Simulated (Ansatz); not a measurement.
# Arsenic, grey arsenic (A7): convergence with Methfessel-Paxton smearing

Computed with Ansatz, r²SCAN, scalar-relativistic PAW, on the relaxed cell (a = 3.590 Å, c = 15.163 Å (c/a = 4.223); spin not included). Errors count from a run at 500 eV on a Γ-centred 17×17×17 mesh with Fermi-Dirac smearing of 0.1 eV, extrapolated to zero width. Fixed here: cutoff 500 eV, mesh 10×10×10. The SCF starts from atomic densities corrected by a trained network.

| width (eV) | E(σ→0) error (meV/atom) | F error (meV/atom) | P (GPa) | SCF iterations |
| --- | --- | --- | --- | --- |
| 0.01 | 0.3 | 0.3 | 0.01 | 6 |
| 0.03 | 0.3 | 0.3 | 0.01 | 6 |
| 0.1 | 0.3 | 0.3 | 0.01 | 6 |
| 0.2 | 0.2 | 0.3 | 0.01 | 6 |
| 0.3 | 0.2 | 0.5 | 0.01 | 6 |
| 0.6 | 0.5 | 3.0 | 0.01 | 6 |
| 1.0 | 3.4 | 17.9 | -0.12 | 6 |
